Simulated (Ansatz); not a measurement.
A calculation on fcc Au returned lattice constant a 4.198 Å, bulk modulus 134 GPa.

For reference: lattice constant a 4.062 Å (measured, static lattice: zero-point anharmonic expansion removed; as tabulated in Mejia-Rodriguez and Trickey (2018), arXiv:1807.09216); bulk modulus 182 GPa (measured, 0 K value with the zero-point phonon effect removed, our sources range from 175 to 182; as tabulated in Mejia-Rodriguez and Trickey (2018), arXiv:1807.09216).

**Question.** Which level of theory produced these numbers?
A) rVV10 (Ansatz (an electronic-structure program))
B) PBEsol+SOC (Ansatz)
C) PBE0 (Ansatz)
D) r²SCAN0 (Ansatz)

**Answer.** A, rVV10 (Ansatz)

The others give: PBEsol+SOC 4.072 Å, 182 GPa; PBE0 4.129 Å, 148 GPa; r²SCAN0 4.114 Å, 153 GPa.

Unless a cell is named, each level is at its own relaxed cell (PBE0 17.60, PBEsol+SOC 16.88, r²SCAN0 17.41, rVV10 18.50 Å³/atom).

Ansatz's density-functional and Hartree–Fock values are scalar-relativistic unless marked +SOC, with PAW data made under PBE.
